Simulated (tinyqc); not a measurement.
Inside a calculation. Method: Pariser-Parr-Pople SCF with singles CI, for the molecule N=CC=O (SMILES; centres numbered as the heavy atoms are written). Computed by tinyqc, a small Python program that keeps every step. Settings: charge = 0, gamma = Ohno, start = huckel, damping = 0.3, iteration cap = 71, excitations kept = 4. Command: `OMP_NUM_THREADS=1 python tinyqc.py 24418 24419 out.jsonl` (the two numbers bound the seeds that draw the settings). One thread of a shared host (Intel(R) Xeon(R) Processor @ 2.60GHz), about 0.01 s of CPU time with the checks. Later iterations appear only in the table of the cycle.

## PPP integrals

Centres (angstrom, eV; a flat drawing with bonds scaled to 1.40 angstrom):
```
centre         x         y  core charge z         W  gamma_rr
1N       1.84800  -0.12700              1  16.03000  10.46000
2C       0.55900   0.42100              1   9.64000  10.04000
3C      -0.55900  -0.42100              1   9.64000  10.04000
4O      -1.84800   0.12700              1  17.84000  15.20000
```

Resonance integrals (eV):
```
i  j      beta
1  2  -2.22000
2  3  -2.19000
3  4  -2.30000
```

Ohno: gamma = 14.399645/sqrt(R^2 + a^2), a = 2 x 14.399645/(gamma_rr + gamma_ss); H_rr = -W_r - sum_(s != r) z_s gamma_rs; H_rs = beta for bonds.

repulsion gamma_rs (eV), lower triangle:
```
          1N        2C        3C        4O
1N  10.46000
2C   7.25867  10.04000
3C   5.13825   7.18556  10.04000
4O   3.71988   5.37315   7.97065  15.20000
```

core matrix H (eV), lower triangle:
```
           1N         2C         3C         4O
1N  -32.14680
2C   -2.22000  -29.45737
3C    0.00000   -2.19000  -29.93446
4O    0.00000    0.00000   -2.30000  -34.90368
```

## Starting guess

pi electrons, sum of z_r less the charge = 4

Orbitals of the Hueckel matrix of the beta values.

P at the start, lower triangle:
```
          1N       2C       3C       4O
1N   1.00000
2C   0.89993  1.00000
3C   0.00000  0.43603  1.00000
4O  -0.43603  0.00000  0.89993  1.00000
```

## Iteration 1: Fock matrix

F_rr = H_rr + P_rr gamma_rr / 2 + sum_(s != r) P_ss gamma_rs; F_rs = H_rs - P_rs gamma_rs / 2; E = tr P (H + F) / 2 + core repulsion sum_(r<s) z_r z_s gamma_rs.

F (eV), lower triangle:
```
           1N        2C        3C         4O
1N  -10.80000
2C   -5.48615  -4.62000
3C    0.00000  -3.75656  -4.62000
4O    0.81099   0.00000  -5.88652  -10.24000
```

pi energy = -58.96382 eV

## Iteration 1: orbitals and new P

Diagonalise F (the basis is taken as orthonormal) and form P = 2 sum c c over the lowest orbitals; 0.3 of the old P is kept.

orbital energies (eV): -14.76983  -13.83156  -3.32470  1.64609

P after iteration 1, lower triangle:
```
          1N       2C       3C       4O
1N   1.30278
2C   0.86446  0.70324
3C   0.08093  0.32737  0.74093
4O  -0.32670  0.09948  0.88455  1.25305
```

## Iteration 2: Fock matrix

As before.

F (eV), lower triangle:
```
           1N        2C        3C         4O
1N  -11.76038
2C   -5.35740  -4.41384
3C   -0.20793  -3.36615  -4.48020
4O    0.60763  -0.26727  -5.82523  -10.85000
```

pi energy = -61.07791 eV

## Iteration 2: orbitals and new P

As before.

orbital energies (eV): -15.27465  -14.11701  -3.25258  1.13981

P after iteration 2, lower triangle:
```
          1N       2C       3C       4O
1N   1.46004
2C   0.82561  0.55059
3C   0.10248  0.26394  0.61727
4O  -0.26202  0.13932  0.86818  1.37211
```

## Convergence

Stop when output and input P, before any damping, agree to 1e-7.

Course of the cycle:
```
iteration       E (eV)  largest |P(out) - P(in)|
1          -58.9638238                  4.33e-01
2          -61.0779148                  2.25e-01
3          -62.0117696                  1.17e-01
4          -62.3751858                  6.25e-02
5          -62.5089560                  3.43e-02
6          -62.5568502                  1.93e-02
7          -62.5737445                  1.11e-02
8          -62.5796548                  6.46e-03
9          -62.5817133                  3.79e-03
10         -62.5824288                  2.24e-03
11         -62.5826773                  1.32e-03
...                ...                       ...
20         -62.5828099                  1.26e-05
21         -62.5828099                  7.55e-06
22         -62.5828099                  4.51e-06
23         -62.5828099                  2.70e-06
24         -62.5828099                  1.61e-06
25         -62.5828099                  9.64e-07
26         -62.5828099                  5.77e-07
27         -62.5828099                  3.45e-07
28         -62.5828099                  2.06e-07
29         -62.5828099                  1.23e-07
30         -62.5828099                  7.39e-08
```

Converged in 30 iterations.

## Converged orbitals

Charges are z - P_rr.

orbital energies (eV): -15.57776  -14.38963  -3.35808  0.48222

coefficients:
```
        MO1       MO2       MO3       MO4
1N  0.65623  -0.62478  -0.36523   0.21357
2C  0.39468  -0.17804   0.64624  -0.62842
3C  0.37944   0.32575   0.52655   0.68750
4O  0.51924   0.68690  -0.41440  -0.29465
```

pi charges: 1N -0.64199, 2C 0.62506, 3C 0.49983, 4O -0.48290

## Singles CI, singlets

Over the 4 single excitations with the smallest orbital gaps: A = (e_a - e_i) delta + 2 (ia|jb) - (ij|ab), with (pq|rs) = sum c_mp c_mq gamma_mn c_nr c_ns. f = 2/3 w |mu|^2 in atomic units, mu = sqrt2 sum c_ia sum_m c_mi c_ma R_m.

singlet CI matrix (eV), lower triangle:
```
          2>3       1>3       2>4      1>4
2>3   5.90792
1>3   0.10258   6.63963
2>4   0.09589  -0.41443   8.86827
1>4  -0.64627   0.20885  -0.24255  9.78046
```

singlet excitation energies (eV): 5.77673  6.58481  8.86467  9.97007

oscillator strengths: 0.70711  0.02211  0.03910  0.08451

## Singles CI, triplets

Over the 4 single excitations with the smallest orbital gaps: A = (e_a - e_i) delta - (ij|ab), with (pq|rs) = sum c_mp c_mq gamma_mn c_nr c_ns.

triplet CI matrix (eV), lower triangle:
```
          2>3       1>3       2>4      1>4
2>3   3.84310
1>3  -0.43697   4.99981
2>4  -0.59771  -1.66032   7.84947
1>4  -1.66032   0.04274  -0.61117  8.94969
```

triplet excitation energies (eV): 2.94511  4.59236  8.46041  9.64420
